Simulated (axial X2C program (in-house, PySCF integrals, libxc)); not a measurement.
## Potential curves of AlC⁻, with spin–orbit coupling

All values were computed with an in-house relativistic program for diatomic molecules. Two-component (2c) means X2C with spin–orbit coupling and atomic mean-field two-electron Coulomb and Gaunt terms. Basis: Al dyall-av3z [9s9p3d2f], C dyall-av3z [8s7p3d2f] (cores contracted in-house); Gaussian nuclei, density fitting, unrestricted open shells. Masses: Al 26.982 u, C 12.000 u.

State: Ω = 2 (⟨Sz⟩ = 1.00, ⟨Lz⟩ = 1.00 at HF). Energies in kJ/mol from the fragments at the same level (Al + C-). Fits are polynomials in 1 − R0/R over 0.85 to 1.23 times the lowest point R0.

```json
{"R (Å)": "1.6469", "CCSD(T)": "", "CCSD": "", "HF": "-114.16", "TPSSh": "-224.68"}
{"R (Å)": "1.7226", "CCSD(T)": "-269.02", "CCSD": "-253.03", "HF": "-159.62", "TPSSh": "-264.41"}
{"R (Å)": "1.7794", "CCSD(T)": "-286.21", "CCSD": "-270.07", "HF": "-181.81", "TPSSh": "-281.64"}
{"R (Å)": "1.8362", "CCSD(T)": "-295.03", "CCSD": "-278.90", "HF": "-196.24", "TPSSh": "-290.72"}
{"R (Å)": "1.8930", "CCSD(T)": "-297.40", "CCSD": "-281.47", "HF": "-204.61", "TPSSh": "-293.54"}
{"R (Å)": "1.9593", "CCSD(T)": "-294.12", "CCSD": "-278.66", "HF": "-208.55", "TPSSh": "-290.97"}
{"R (Å)": "2.0255", "CCSD(T)": "-286.25", "CCSD": "-271.47", "HF": "-207.85", "TPSSh": "-283.94"}
{"R (Å)": "2.1107", "CCSD(T)": "-271.84", "CCSD": "-258.19", "HF": "-202.24", "TPSSh": "-270.71"}
{"R (Å)": "2.2148", "CCSD(T)": "", "CCSD": "", "HF": "-190.97", "TPSSh": "-251.20"}
{"R (Å)": "2.3662", "CCSD(T)": "", "CCSD": "", "HF": "-170.54", "TPSSh": "-221.08"}
```

Correlated methods: 8 electrons correlated (number of frozen shells: Al 2 s, 1 p; C 1 s), 204 virtual spin orbitals or spinors in MP2, 90 natural virtuals in coupled cluster.

The state is a single determinant with fixed occupations, the lowest that a limited PBE0 search found. De is counted from the lowest determinant-based energies of the atoms at the same level, without counterpoise correction. Density functionals use the spin component along the axis (collinear). Coupled cluster ran in a truncated set of natural virtual spinors; the MP2 energy of the rest was added. (T) has no such correction and the atoms are truncated less, which lowers De at CCSD(T) by a hundredth of an eV or more. In 2c an atomic determinant is not the ground J level, so De misses part of the atomic spin–orbit lowering. This holds for TPSSh. Other states lie close and PBE0, whose exact exchange favours high spin, may order them wrongly; the determinant shown need not be the ground state. The nearest other spin-free determinant of the search, M_S = 1, Λ = 0, lies 0.07 eV up at the distance of the search. The functionals have no current-density term, which raises determinants with orbital currents, atoms included. With several unpaired electrons one determinant need not be a pure state. A state of lower Ω lies just above, and one determinant can place such states too high, so the state shown need not be the lowest. The search has Ω = 1 only 0.07 eV up. Open-shell Ω = 0 determinants with evenly filled partner blocks cannot be reached by this program, so the Ω shown need not be the lowest component. The highest occupied level of some functionals is positive through self-interaction error; at Hartree–Fock it is bound. The determinant is spin-polarised beyond a pure state at some levels (its spin-free form has ⟨S²⟩ too high), which makes Re and μ there less reliable. The T1 diagnostic is large, a sign of multireference character. Hartree–Fock gets electron affinities wrong, so its lowest charge split need not be the true one. Coupled cluster ran on the points near the minimum only. MP2 and coupled cluster on one determinant become unreliable at the stretched end.

Problem. What are Re, ωe and De at the CCSD(T) level?

Solution. At CCSD(T), 2c: Re = 1.890 Å, ωe ≈ 719 cm⁻¹, De = 3.08 eV to Al + C-; Be follows as 0.568 cm⁻¹.

Problem. Fit the CCSD curve near its minimum: give the equilibrium distance, the harmonic wavenumber and the well depth.

Solution. At CCSD, 2c: Re = 1.893 Å, ωe ≈ 699 cm⁻¹, De = 2.92 eV to Al + C-; Be follows as 0.566 cm⁻¹.

Problem. Fit the HF curve near its minimum: give the equilibrium distance, the harmonic wavenumber and the well depth.

Solution. At HF, 2c: Re = 1.980 Å, ωe ≈ 567 cm⁻¹, De = 2.16 eV to Al + C-; Be follows as 0.518 cm⁻¹.

Problem. Fit the TPSSh curve near its minimum: give the equilibrium distance, the harmonic wavenumber and the well depth.

Solution. At TPSSh, 2c: Re = 1.896 Å, ωe ≈ 697 cm⁻¹, De = 3.04 eV to Al + C-; Be follows as 0.565 cm⁻¹.
